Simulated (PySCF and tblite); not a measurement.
Values are calculated unless marked as measured or tabulated.
C₂H₄F₂, numbered as in [F:1][CH2:2][CH2:3][F:4].

Search: ETKDG and KDG, MMFF94s, GFN2-xTB, 90 starts; geometries at PBE0-D3(BJ)/def2-SVP. Weights use PBE0-D3(BJ)/def2-TZVP energies plus GFN2-xTB zero-point and thermal terms (modes under about 100 cm⁻¹ blended into free rotors). Symmetry numbers and mirror images are counted. Conformers within 4 kcal/mol (GFN2-xTB free energy) were kept, 5 at most. Programs: PySCF with density fitting and tblite.

Torsions listed: F1–C2–C3–F4. Of a mirror pair one member is shown.

| conformer | shape | symmetry |
| --- | --- | --- |
| 1 | 71° | C2 (pair) |
| 2 | 180° | C2h |

Question: Which of these conformers is the most populated at 298.15 K, and with what share?

Answer: Conformer 1, about 93 %.

Question: Give the DFT energies and free energies relative to the lowest, and all weights.

Answer: 
| conformer | shape | E(DFT) kcal/mol | G(298.15 K) kcal/mol | weight % |
| --- | --- | --- | --- | --- |
| 1 | 71° | 0.00 | 0.00 | 92.8 |
| 2 | 180° | 1.11 | 1.51 | 7.2 |

Question: How does its share change from 250 K to 373.15 K?

Answer: From 95 % to 90 %; the mixing entropy goes from 1.71 to 1.89 cal/(mol K).
